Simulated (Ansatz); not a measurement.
# Scan of BH⁻, quartet

Starting geometry (PBE0/def2-TZVPD stationary point for this spin):

```xyz
2

B     0.0000    0.0000    0.0000
H     0.0000    0.0000    1.2058
```

From there H2 moves along the line of the two atoms named below, all else staying in place; atoms are numbered as listed. Energies are in eV, counted from the starting geometry at the same level.

Basis aug-cc-pVTZ; Ansatz 0.2.0. Correlated methods freeze the noble-gas cores. Prefix R: restricted or restricted open-shell reference; prefix U: unrestricted. Active spaces: valence = (5e, 5o) chosen from the atoms' valence shells.

Unrestricted rows (U) aren't spin-pure: their determinants' ⟨S²⟩ exceeds S(S+1) by up to 0.10, so they mix in states of higher spin.

Full CI isn't at hand for all of this; UCCSDT(Q) serves as the reference, and is uncertain by about the last step of the cluster series. The frozen core follows each run's orbitals, which can shift R against U totals by a few meV.

```
distance B1-H2 (Å)  UCCSDT(Q)  error RHF  error RCCSD  error UCCSD  error BCCD(T)  error RCCSDT  error CASSCF (valence space)
             0.977      0.876     -0.056       -0.014       -0.014         -0.003         0.000                         0.041
             1.069      0.263     -0.039       -0.009       -0.009         -0.002         0.000                         0.026
             1.206      0.000      0.000        0.000        0.000          0.000         0.000                         0.000
             1.352      0.174      0.056        0.012        0.012          0.003         0.001                        -0.026
             1.485      0.512      0.118        0.026        0.026          0.007         0.001                        -0.046
             1.651      1.001      0.210        0.047        0.044          0.013         0.002                        -0.060
             1.910      1.677      0.394        0.092        0.064          0.023         0.005                        -0.040
             2.262      2.226      0.326        0.072        0.068          0.026         0.004                         0.063
             2.601      2.441      0.139        0.052        0.050          0.020         0.003                         0.068
             3.204      2.560      0.036        0.034        0.032          0.012         0.002                        -0.007
             4.202      2.609      0.002        0.028        0.025          0.010         0.001                        -0.041
```

Errors are those of relative energies. In total energy the starting point itself misses UCCSDT(Q) by: RHF 2.449, RCCSD 0.107, UCCSD 0.107, BCCD(T) 0.023, RCCSDT 0.003, CASSCF (valence space) 2.045 eV.

Spread of the error over the points with a reference, to 4.202 Å (largest less smallest): RCCSDT 0.006, BCCD(T) 0.029, UCCSD 0.081, RCCSD 0.106, CASSCF (valence space) 0.128, RHF 0.451 eV.

Going outwards, the relative energy of RHF first misses by more than 0.043 eV (1 kcal/mol) at 1.352 Å.

Going outwards, the relative energy of RCCSD first misses by more than 0.043 eV (1 kcal/mol) at 1.651 Å.

Going outwards, the relative energy of UCCSD first misses by more than 0.043 eV (1 kcal/mol) at 1.651 Å.

Going outwards, the relative energy of CASSCF (valence space) first misses by more than 0.043 eV (1 kcal/mol) at 1.485 Å.
